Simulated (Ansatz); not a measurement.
The cation of CH4AlN, SMILES `N=[CH][AlH2]` at the neutral geometry.

```yaml
crystal:
  periodic: [false, false, false]
  atoms:
    - {symbol: N, position_ang: [-1.402284, -0.663234, 0.033868]}
    - {symbol: C, position_ang: [-0.381156, -0.185792, -0.566146]}
    - {symbol: Al, position_ang: [1.059337, 0.476595, 0.618354]}
    - {symbol: H, position_ang: [-2.115828, -0.996643, -0.622591]}
    - {symbol: H, position_ang: [-0.338488, -0.164643, -1.668707]}
    - {symbol: H, position_ang: [0.843168, 0.416611, 2.182756]}
    - {symbol: H, position_ang: [2.396452, 1.049206, -0.023235]}
basis:
  gaussian: {orbitals: def2-TZVPP}
total_charge: 1
magnetization: {spin_polarized: true, initial_magnetization: 1}
hamiltonian: {xc: {name: B2PLYP}}
```

```sh
$ ansatz run in.yaml --threads 2 --pin off --events-out ev --progress --plain --max-ram 4352MiB
```

Shortened log:

```
Functional definition: B2PLYP
944 factors; integrals over basis functions are off by at most 1.8e-3 eV
mean field evaluation 1: about -9157.0656 eV, gradient 4.9e1 eV
mean field evaluation 2: about -9157.1646 eV, gradient 4.9e1 eV
mean field evaluation 4: about -9165.9022 eV, gradient 2.1e1 eV
mean field evaluation 8: about -9169.5359 eV, gradient 6.1e0 eV
mean field evaluation 16: about -9170.2770 eV, gradient 2.2e-2 eV
mean field evaluation 64: about -9170.2645 eV, gradient 2.0e-1 eV
mean field -9170.27700875 eV, -337.0014642344 hartree, gradient 2.1e-6 eV, S^2 0.773473; 4 other end points of the search recorded, 0 dependent functions left out
7 core orbitals not correlated: weight in the atoms' cores, before any rotation towards them, 1.000 or more for the frozen orbitals, at most 0.000 for the correlated occupied ones
reference -9170.27716464 eV, -337.0014699632 hartree; 8, 7 occupied and 145, 146 virtual orbitals, 944 factors
second order -14.14922860 eV of doubles, -0.00000000 eV of singles
Total energy: -9174.09745636 eV, -337.1418630946 hartree
```

It took 8 s on 2 threads of an Arm Neoverse V2 on a shared host, with 0.42 GiB of host memory at the peak.
